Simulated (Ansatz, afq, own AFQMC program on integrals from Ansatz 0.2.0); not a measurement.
CH₂Al, doublet in cc-pVDZ, levels against CCSDT(Q)

```yaml
atoms:
  - { symbol: Al, position_ang: [0.0000, 0.0000, 0.7966] }
  - { symbol: C, position_ang: [0.0000, 0.0000, -1.4303] }
  - { symbol: H, position_ang: [0.0000, -1.0126, -2.1403] }
  - { symbol: H, position_ang: [0.0000, 1.0126, -2.1403] }
```

Connectivity, by distances: Al–CH2.

Basis cc-pVDZ. Noble-gas cores (and the filled d shells of Ga–Kr and In–Xe) are frozen. Integrals, coupled cluster, full CI and functionals: Ansatz 0.2.0; the random walks run on the same integrals in our own AFQMC program. The CISD trial takes its coefficients from CCSD amplitudes. Released means that phaseless walkers are propagated on without the constraint, phases kept. Error bars are statistical, one sigma.

Determinant: UHF, the one that the program's search chose, which needn't be the lowest solution. The geometry is a point of a scan.

No full CI on the walks' own integrals is used here; CCSDT(Q) serves as the reference and is uncertain by about the last step of the cluster series.

```
T1 diagnostic                               : 0.0194
weight of the determinant in the CISD state : 0.866
⟨S²⟩ of the determinant                     : 0.770
size of the correlated space                : 9 electrons in 36 orbitals
```

Reference: CCSDT(Q), correlation energy -5.677 eV. The released energy is read at 2.40 1/Eh (meV from the phaseless value at times in 1/Eh: 3 ± 12 at 0.24, -16 ± 11 at 0.51, -14 ± 11 at 0.99, -26 ± 11 at 1.62, -35 ± 17 at 2.40).

```
         level  E − E(reference) (kJ/mol)  share of correlation (%)
            HF                      547.8                      0.00
           MP2                      112.2                     79.52
          CCSD                       19.2                     96.49
       CCSD(T)                        4.0                     99.28
         CCSDT                        1.1                     99.80
 ph-AFQMC/CISD                  2.4 ± 0.9                     99.57
released AFQMC                 -1.0 ± 1.6                    100.19
```

A walk keeps the symmetry of its determinant, which the program's search chose and which needn't be the lowest solution, so a lower state of the same spin and another symmetry isn't excluded. Released energies are given only where the last usable release times agree within the noise; a slower fall can still hide under it.
